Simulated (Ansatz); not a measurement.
In$_{2}$O: levels along high-symmetry lines

```yaml
crystal:
  lattice:
    - [0.00000, 3.20627, 3.20627]
    - [3.20627, 0.00000, 3.20627]
    - [3.20627, 3.20627, 0.00000]
  atoms:
    - { symbol: O, position: [0.00000, 0.00000, 0.00000] }
    - { symbol: In, position: [0.25000, 0.25000, 0.25000] }
    - { symbol: In, position: [0.75000, 0.75000, 0.75000] }
```

Atom numbers follow the list: O1, In2, In3.

The structure comes from a relaxation in the same program, started in the fluorite type, and has space group Fm-3m. Whether it is a known phase or the ground state wasn't checked.

Spin–orbit coupling is left out, though it moves levels of the heavy atoms by tenths of an eV or more.

All numbers below come from DFT, PBE, all-electron LAPW, scalar-relativistic in Ansatz 0.2.0.

Settings: a Γ-centred 10×10×10 k mesh, Fermi–Dirac smearing of 0.03 eV, basis error target 0.5 meV/atom, no spin polarisation.

Points in fractions of the reciprocal vectors of this cell: Γ (0, 0, 0), X (0.5, 0, 0.5), U (0.625, 0.25, 0.625), K (0.375, 0.375, 0.75), L (0.5, 0.5, 0.5), W (0.5, 0.25, 0.75). The path joins them by straight lines in the order Γ–X–U–K–Γ–L–W–X; legs that retrace an earlier one aren't tabulated. Energies are in eV from the Fermi level.

Q: Metal or insulator at this level of theory?

A: No gap opens: metallic or semimetallic.

Q: Tabulate bands 21 to 27, counted from the lowest band of the run, along the path.

A: 
```
k (1/Å)  point  band 21  band 22  band 23  band 24  band 25  band 26  band 27
   0.00      Γ    -2.34    -2.34    -2.34     1.59     1.98     1.98     1.98
   0.14           -2.40    -2.40    -2.29     0.71     1.99     1.99     3.05
   0.28           -2.56    -2.56    -2.16    -0.15     2.04     2.04     4.44
   0.42           -2.79    -2.79    -1.98    -0.83     2.13     2.13     3.05
   0.56           -3.03    -3.03    -1.77    -1.35     1.83     2.25     2.25
   0.70           -3.24    -3.24    -1.71    -1.60     0.88     2.38     2.38
   0.84           -3.37    -3.37    -1.91    -1.50     0.27     2.48     2.48
   0.98      X    -3.42    -3.42    -1.98    -1.48     0.07     2.52     2.52
   1.03           -3.50    -3.42    -1.93    -1.45     0.06     2.50     2.52
   1.08           -3.68    -3.40    -1.82    -1.35     0.05     2.44     2.53
   1.13           -3.91    -3.38    -1.74    -1.15     0.03     2.37     2.54
   1.18           -4.17    -3.34    -1.69    -0.88     0.01     2.28     2.57
   1.23           -4.42    -3.30    -1.67    -0.58    -0.02     2.21     2.60
   1.28           -4.68    -3.24    -1.65    -0.29    -0.06     2.17     2.64
   1.33      U    -4.92    -3.18    -1.64    -0.11    -0.02     2.18     2.69
   1.41           -5.02    -3.24    -1.53    -0.17     0.14     1.90     3.05
   1.50           -5.09    -3.37    -1.30    -0.24     0.34     1.46     3.64
   1.58           -5.12    -3.47    -1.11    -0.30     0.58     1.07     4.30
   1.67           -5.12    -3.47    -1.11    -0.30     0.58     1.07     4.30
   1.75           -5.09    -3.37    -1.30    -0.24     0.34     1.46     3.64
   1.84           -5.02    -3.24    -1.53    -0.17     0.14     1.90     3.05
   1.93      K    -4.92    -3.18    -1.64    -0.11    -0.02     2.18     2.69
   2.07           -5.20    -2.98    -1.70    -0.27     0.53     2.65     2.92
   2.22           -4.64    -2.78    -1.87    -0.43     0.88     3.29     3.54
   2.37           -3.97    -2.60    -2.07    -0.55     1.28     3.76     3.83
   2.52           -3.27    -2.47    -2.24    -0.51     1.67     3.00     4.55
   2.67           -2.70    -2.39    -2.32    -0.15     1.92     2.44     4.19
   2.82           -2.41    -2.35    -2.34     0.64     1.99     2.10     3.04
   2.97      Γ    -2.34    -2.34    -2.34     1.59     1.98     1.98     1.98
   3.09           -2.36    -2.36    -2.36     0.83     2.03     2.03     2.79
   3.21           -2.46    -2.41    -2.41     0.09     2.18     2.18     3.63
   3.33           -2.77    -2.49    -2.49    -0.29     2.38     2.38     4.07
   3.45           -3.26    -2.56    -2.56    -0.33     2.58     2.58     4.08
   3.57           -3.78    -2.62    -2.62    -0.20     2.73     2.73     3.96
   3.69           -4.17    -2.66    -2.66    -0.05     2.82     2.82     3.85
   3.81      L    -4.32    -2.67    -2.67     0.02     2.84     2.84     3.82
   3.91           -4.39    -2.70    -2.58     0.00     2.38     2.84     4.31
   4.01           -4.56    -2.78    -2.35    -0.03     1.73     2.73     4.23
   4.11           -4.75    -2.93    -2.02    -0.10     1.21     2.35     4.10
   4.21           -4.94    -3.15    -1.63    -0.20     0.87     1.76     4.26
   4.31           -5.09    -3.41    -1.19    -0.29     0.68     1.13     4.49
   4.41           -5.18    -3.66    -0.72    -0.36     0.53     0.58     4.69
   4.51      W    -5.22    -3.76    -0.38    -0.38     0.15     0.56     4.77
   4.58           -4.97    -3.75    -0.56    -0.25    -0.09     0.81     4.17
   4.65           -4.70    -3.71    -0.77    -0.43    -0.14     1.19     3.65
   4.72           -4.40    -3.65    -1.03    -0.76    -0.06     1.57     3.23
   4.79           -4.09    -3.58    -1.32    -1.05     0.00     1.93     2.91
   4.86           -3.79    -3.50    -1.62    -1.28     0.04     2.23     2.69
   4.93           -3.53    -3.45    -1.87    -1.43     0.06     2.44     2.56
   5.00      X    -3.42    -3.42    -1.98    -1.48     0.07     2.52     2.52
```
